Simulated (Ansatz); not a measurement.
**C₄H₅F: a ladder of functionals and wavefunction methods**

One table from this session's results is given with a row withheld; the runs are named, their logs left out.

Method: functionals in def2-TZVPP, the program's frozen cores in correlated methods; program: Ansatz 0.2.0, Gaussian basis.

Plan: LDA (SPW92), PBE-D4, revPBE-D4, BLYP-D4, r2SCAN-D4, B97M-V, PBE0-D4, B3LYP-D4, r2SCANh-D4, r2SCAN0-D4, HSE06-D4, BHLYP-D4, CAM-B3LYP-D4, LC-ωPBE, ωB97X-V, ωB97M-V, B2PLYP, PBE-QIDH; CCSD(T)/def2-SVP; CCSD(T)/def2-TZVPP; MP2/def2-QZVPP; extrapolation to the limit; RPA on PBE.

## Structure used throughout

All runs share one geometry, relaxed beforehand with PBE0-D4 in a triple-zeta def2 set.

SMILES `FC1=CCC1`, 10 atoms, charge 0, spin multiplicity 1.

Atoms are counted from 1 here; the program's logs count them from 0.

Bond lengths: F1–C2 1.323 Å, C2–C3 1.328 Å, C2–C5 1.490 Å, C3–C4 1.515 Å, C3–H6 1.080 Å, C4–C5 1.562 Å, C4–H7 1.092 Å, C4–H8 1.092 Å, C5–H9 1.092 Å, C5–H10 1.092 Å. Angles: F1–C2–C3 133.5°, F1–C2–C5 128.7°, C3–C2–C5 97.9°, C2–C3–C4 91.1°, C2–C3–H6 135.3°, C4–C3–H6 133.6°, C3–C4–C5 87.4°, C3–C4–H7 115.5°, C3–C4–H8 115.5°, C5–C4–H7 113.9°, C5–C4–H8 113.9°, H7–C4–H8 109.3°, C2–C5–C4 83.6°, C2–C5–H9 116.0°, C2–C5–H10 115.9°, C4–C5–H9 115.1°, C4–C5–H10 115.0°, H9–C5–H10 109.5°.

Set-up of the first run:

File in.yaml:

```yaml
crystal:
  periodic: [false, false, false]
  atoms:
    - {symbol: F, position_ang: [0.268249, 0.493375, 2.323549]}
    - {symbol: C, position_ang: [0.119096, 0.114552, 1.064314]}
    - {symbol: C, position_ang: [-0.027098, -1.067469, 0.477338]}
    - {symbol: C, position_ang: [-0.107927, -0.413410, -0.886850]}
    - {symbol: C, position_ang: [0.066616, 0.959016, -0.161972]}
    - {symbol: H, position_ang: [-0.072750, -2.092418, 0.816116]}
    - {symbol: H, position_ang: [0.705010, -0.657460, -1.574648]}
    - {symbol: H, position_ang: [-1.063769, -0.522116, -1.404617]}
    - {symbol: H, position_ang: [-0.787416, 1.635566, -0.240642]}
    - {symbol: H, position_ang: [0.983188, 1.499264, -0.409690]}
basis:
  gaussian: {orbitals: def2-TZVPP}
hamiltonian: {xc: lda}
output: {orbitals: {seedname: orbitals}}
```

Among the steps run: LDA; PBE-D4 (GGA); revPBE-D4 (GGA); BLYP-D4 (GGA); r2SCAN-D4 (meta-GGA); B97M-V (meta-GGA); PBE0-D4 (hybrid); B3LYP-D4 (hybrid); r2SCANh-D4 (hybrid); r2SCAN0-D4 (hybrid); HSE06-D4 (hybrid); BHLYP-D4 (hybrid); CAM-B3LYP-D4 (range-separated); LC-ωPBE-D4 (range-separated; the results give it without D4); ωB97X-V (range-separated); ωB97M-V (range-separated); B2PLYP (double hybrid); PBE-QIDH (double hybrid).

One table of the session follows, with a row left open; its other results are not shown here.

It belongs to the step «Orbital energies across the functionals». 

```
  functional  HOMO (eV)  LUMO (eV)  gap (eV)
 LDA (SPW92)      -6.06      -0.56      5.50
      PBE-D4      -5.90      -0.34      5.56
   revPBE-D4      -5.84      -0.25      5.59
     BLYP-D4      -5.77      -0.24      5.53
   r2SCAN-D4      -6.10      -0.08      6.02
      B97M-V      -6.15      -0.03      6.12
     PBE0-D4      -7.10       0.70      7.80
    B3LYP-D4      -6.89       0.42      7.32
  r2SCANh-D4      -6.55       0.30      6.85
  r2SCAN0-D4      -7.23       0.86      8.09
    HSE06-D4          ?          ?         ?
    BHLYP-D4      -8.17       1.81      9.97
CAM-B3LYP-D4      -8.45       1.83     10.28
     LC-ωPBE      -9.80       3.05     12.85
     ωB97X-V      -9.42       2.97     12.40
     ωB97M-V      -9.33       2.84     12.17
```

Q: Estimate the row for HSE06-D4 from the others.

**Answer.** HOMO (eV): -6.70; LUMO (eV): 0.31; gap (eV): 7.01. In the column «HOMO (eV)» it lies between B3LYP-D4 (-6.89) and r2SCANh-D4 (-6.55).
